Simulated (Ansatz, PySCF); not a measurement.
This PySCF input computes a PBE/def2-TZVPD energy:

```python
from pyscf import gto, scf, dft

mol = gto.M(
    atom='''
    C     0.00819413    0.01326082   -1.13371283
    Cl   -0.00477402   -0.00772595    0.66051769
    H     0.01747178    1.04777215   -1.46340501
    H     0.89974992   -0.50396843   -1.47517859
    H    -0.88522815   -0.49202752   -1.48794019
    ''',
    basis='def2-tzvpd',
    charge=0,
    spin=0,
    verbose=4,
)

mf = dft.RKS(mol, xc='pbe').density_fit(auxbasis='def2-universal-jkfit')
mf.grids.level = 3
mf.conv_tol = 1e-9
mf.max_cycle = 100
mf.max_memory = 1500
mf.kernel()
if not mf.converged:
    mf = mf.newton()
    mf.kernel(mf.make_rdm1())
mf.analyze()
```

### Question
Write an input for the same energy in Ansatz (a program for electronic structure) and say what it gives.

### Answer

Ansatz 0.2 input:
```yaml
crystal:
  periodic: [false, false, false]
  atoms:
    - {symbol: C, position_ang: [0.00819413, 0.01326082, -1.13371283]}
    - {symbol: Cl, position_ang: [-0.00477402, -0.00772595, 0.66051769]}
    - {symbol: H, position_ang: [0.01747178, 1.04777215, -1.46340501]}
    - {symbol: H, position_ang: [0.89974992, -0.50396843, -1.47517859]}
    - {symbol: H, position_ang: [-0.88522815, -0.49202752, -1.48794019]}
basis:
  gaussian:
    orbitals: def2-TZVPD
hamiltonian:
  xc: {name: PBE}
output: {forces: true}
```
It gives -499.89123 Eh, and PySCF -499.89130 Eh, a difference of 0.07 mEh, from the treatment of integrals and grids.
